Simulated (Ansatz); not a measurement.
# C4H6ClF, SMILES C=CCC(F)Cl: a ranking of conformers

Run with the Python package of Ansatz (0.2.0).

`conformers_c4h6clf.py`
```python
'''Conformer energies of C4H6ClF.'''

from dataclasses import dataclass

import ansatz as az
from rdkit import Chem
from rdkit.Chem import AllChem


@dataclass(frozen=True)
class Settings:
    basis_set: str = 'cc-pVDZ'
    functional: str = 'PBE0'


opts = Settings()


def main() -> None:
    rd = Chem.AddHs(Chem.MolFromSmiles('C=CCC(F)Cl'))
    ids = list(AllChem.EmbedMultipleConfs(rd, numConfs=20, randomSeed=346, pruneRmsThresh=0.4))
    field = [energy for _, energy in AllChem.MMFFOptimizeMoleculeConfs(rd)]
    distinct = {round(e, 2): i for i, e in zip(ids, field)}
    chosen = sorted(distinct.items())[:4]
    found = []
    for force_field, index in chosen:
        molecule = az.Crystal.molecule()
        for atom, xyz in zip(rd.GetAtoms(), rd.GetConformer(index).GetPositions()):
            molecule = molecule.atom(atom.GetSymbol(), xyz.round(5).tolist())
        model = (
            molecule.calculation()
            .basis(gaussian=opts.basis_set)
            .functional(opts.functional)
            .accuracy('medium')
        )
        found.append(model.run(threads=1, pin='off').report['free_energy_ev'])
    print('conformer   MMFF (kcal/mol)   this level (eV)')
    for (force_field, index), e in zip(chosen, found):
        print(f'{index:9d} {force_field - chosen[0][0]:17.2f} {(e - min(found)):17.3f}')


if __name__ == '__main__':
    main()
```

Running `python conformers_c4h6clf.py` prints:
```text
conformer   MMFF (kcal/mol)   this level (eV)
        9              0.00             0.000
       10              0.73             0.033
        5              0.90             0.011
        4              1.08             0.038
```

These settings explore the input space; basis and method may be short of convergence. The conformers keep their force-field geometries. The whole script took 19 s on 1 thread of Arm Neoverse V2 (shared host), peak memory 0.37 GiB.
